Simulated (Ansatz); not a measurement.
Two shapes of doublet H2NO2.

Shape 1:

```xyz
5

N     0.0054   -0.0252    0.0521
O    -0.4904    0.9970    0.1035
O     3.2031   -0.0115    0.2698
H     3.5684    0.8326    0.3901
H     3.9349   -0.5688    0.1102
```

Shape 2:

```xyz
5

N    -0.0384   -0.0978    0.1502
O    -0.2159    1.0261    0.3126
O     3.0035    0.0003    0.0139
H     3.1550    0.8376    0.3664
H     3.7687   -0.2155   -0.4867
```

Basis set: def2-SVP (spherical functions). Frozen core: 3 orbitals. Charge 0, multiplicity 2.

Computed with Ansatz (development build ahead of 0.2.0); each method stands on the lowest determinant of its kind that the runs found.

**Question.** Which shape is lower in energy, and by how much in each method?

**Answer.**

| method | E(2) − E(1) (eV) |
| --- | --- |
| UHF | 0.028 |
| UHF-MP2 | 0.005 |
| PBE0 (unrestricted) | -0.016 |

The methods disagree on the order. Caution for PBE0 (unrestricted): charge can spread falsely over distant fragments.
